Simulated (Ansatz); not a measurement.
The same path of C2H5O (8 atoms, charge -1, multiplicity 1) was run 3 times with different band settings. The coordinate that changes most is the dihedral H6–C1–C2–O3.

Theory: RKS PBE0-D4/def2-mTZVP (Ansatz 0.2.0).

Relaxed end points:

```xyz
8
Properties=species:S:1:pos:R:3
C -0.304 0.740 -0.336
C 0.093 -0.721 -0.280
O 0.749 -0.891 1.064
H -0.975 0.906 -1.195
H 0.561 1.406 -0.482
H -0.836 1.137 0.569
H -0.869 -1.275 -0.169
H 1.580 -1.301 0.829
```

```xyz
8
Properties=species:S:1:pos:R:3
C -0.078 0.829 -0.243
C 0.519 -0.561 -0.155
O -0.324 -1.279 0.864
H -1.194 0.876 -0.349
H 0.345 1.356 -1.113
H 0.156 1.445 0.641
H 0.238 -1.054 -1.115
H 0.338 -1.613 1.469
```

Common settings: optimiser quadratic models (default); start path IDPP; force threshold 0.03 eV/Å; iteration limit 60; end points relaxed.

| run | movable images | climbing image | spring |
| --- | --- | --- | --- |
| 1 | 7 | yes | 5.0 eV/Å² |
| 2 | 7 | yes | 50.0 eV/Å² |
| 3 | 4 | no | 5.0 eV/Å² |

(1) What does each run give, and how far can it be trusted?

Answers

(1) Run 1: converged after 6 iterations, highest image 0.206 eV above the first end. A vibrational analysis at the climbing image gives one clearly imaginary mode, 315i cm⁻¹: a first-order saddle point.
Run 2: converged after 6 iterations, highest image 0.206 eV above the first end. Another band between the same ends (7 images) ends at a top of the same energy, where a vibrational analysis finds 1 clearly imaginary mode.
Run 3: converged after 6 iterations, highest image 0.189 eV above the first end. No image climbed, so the highest image needn't sit at the top of the path.
Limits of this set-up: an anion without diffuse functions, the dipole of an ion depends on the origin.
